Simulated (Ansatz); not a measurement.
# Cu (fcc): energy against volume

Method: DFT, PBEsol, plane waves (420 eV) with PAW, scalar-relativistic (Ansatz). The PAW files were generated under PBE, with cores re-solved for the functional.

The cell is scaled uniformly from the relaxed one, with fractional coordinates and shape fixed. Energies are extrapolated to zero smearing, pressures are those at the given smearing. Magnetic state: spin not included.

A Birch-Murnaghan fit gives V₀ = 11.31 Å³/atom, B₀ = 168 GPa, B₀′ = 5.0.

(1) What are the energy above the minimum and the pressure at 9.949 Å³/atom?

(2) What are the energy above the minimum and the pressure at 10.402 Å³/atom?

(3) What are the energy above the minimum and the pressure at 12.663 Å³/atom?

## Answers

(1) 111.0 meV/atom and 29.73 GPa as computed.

(2) 45.3 meV/atom and 17.43 GPa as computed.

(3) 67.6 meV/atom and -14.26 GPa as computed.
